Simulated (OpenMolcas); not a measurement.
How methods differ on SiH3 (SMILES [SiH3])

SiH3 has 4 atoms, charge 0, and is taken as a doublet. As SMILES, `[SiH3]`. Geometry: relaxed at GFN2-xTB.

```xyz
4

Si    0.2066   -0.0189   -0.1151
H     0.5871    0.6618    1.1056
H    -0.1950   -1.4016    0.0434
H    -0.5987    0.7587   -1.0339
```

Quantity: the energy change with the Si1–H3 bond stretched from 1.449 to 2.535 Å, in eV. The values are calculated.

```
            level                   kind     program  value (eV)  less FCI/3-21G  CPU time (all runs)
       ROHF/3-21G           Hartree–Fock  OpenMolcas        3.15           +0.89                  5 s
     USVWN5/3-21G                    LDA  OpenMolcas        2.55           +0.29                7.8 s
       UPBE/3-21G                    GGA  OpenMolcas        2.53           +0.27                 10 s
   U-r2SCAN/3-21G               meta-GGA  OpenMolcas        2.72           +0.46                 15 s
    UM06-2X/3-21G        hybrid meta-GGA  OpenMolcas        2.90           +0.64                 15 s
CASSCF(7,7)/3-21G         multireference  OpenMolcas        2.19           -0.07                3.7 s
  ROCCSD(T)/3-21G  coupled cluster or CI  OpenMolcas        2.28           +0.02                5.8 s
        FCI/3-21G     exact in the basis  OpenMolcas        2.26            0.00                 26 s
```

FCI/3-21G is exact within its basis and frozen core, so for wave-function methods in that basis the difference is their error; functionals converge differently with the basis, so for them it is only a difference. The first shape isn't each level's own minimum. The values span 2.19 to 3.15 eV. All rows use very small basis sets, so even the best lies far from the true value. Times are those of the runs behind each value, whatever else they computed, on shared processors of several kinds: orders of magnitude only.
